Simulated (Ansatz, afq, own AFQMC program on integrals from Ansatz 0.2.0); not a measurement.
# CH4⁺, doublet: AFQMC among the cluster methods

```yaml
atoms:
  - { symbol: C, position_ang: [0.0080, -0.0165, 0.0166] }
  - { symbol: H, position_ang: [0.3726, 0.7335, 0.7646] }
  - { symbol: H, position_ang: [-0.3662, -0.7615, 0.7648] }
  - { symbol: H, position_ang: [-0.4815, 0.9920, -1.0009] }
  - { symbol: H, position_ang: [0.3798, -0.7677, -0.7266] }
```

Basis 6-31G. Noble-gas cores (and the filled d shells of Ga–Kr and In–Xe) are frozen. AFQMC by an in-house program on the Cholesky factors that Ansatz 0.2.0 writes for its CCSD(T) run. ph-AFQMC/CISD is guided by a CISD state made of CCSD amplitudes; releasing the constraint for a short imaginary time cuts its bias at the price of noise, slowly where states lie close. Error bars are statistical, one sigma.

Determinant: UHF, the one that the program's search chose, which needn't be the lowest solution. The geometry is a point of a scan.

Full CI on the same integrals is exact in this basis and with this determinant's frozen core.

* T1 diagnostic: 0.0287
* weight of the determinant in the CISD state: 0.928
* ⟨S²⟩ of the determinant: 0.778
* size of the correlated space: 7 electrons in 16 orbitals

Reference: full CI, correlation energy -2.961 eV. The released energy is read at 2.40 1/Eh (meV from the phaseless value at times in 1/Eh: -1.5 ± 1.8 at 0.24, -4.9 ± 1.1 at 0.51, -7.0 ± 1.9 at 0.99, -6.8 ± 0.9 at 1.62, -5.1 ± 0.9 at 2.40).

```
         level  E − E(reference) (kJ/mol)  share of correlation (%)
            HF                      285.7                      0.00
           MP2                       67.5                     76.36
          CCSD                        6.7                     97.66
       CCSD(T)                        1.8                     99.37
         CCSDT                        0.4                     99.87
      CCSDT(Q)                        0.1                     99.98
        CCSDTQ                        0.0                     99.99
   ph-AFQMC/HF                  2.2 ± 1.8                     99.22
 ph-AFQMC/CISD                  0.7 ± 0.3                     99.77
released AFQMC                 0.2 ± 0.09                     99.94
```

CCSDT and higher add their correlation energy to the determinant of the CCSD(T) run, since their own runs factorise the integrals more tightly (a shift of under 2 meV). A walk keeps the symmetry of its determinant, which the program's search chose and which needn't be the lowest solution, so a lower state of the same spin and another symmetry isn't excluded. Released energies are given only where the last usable release times agree within the noise; a slower fall can still hide under it.
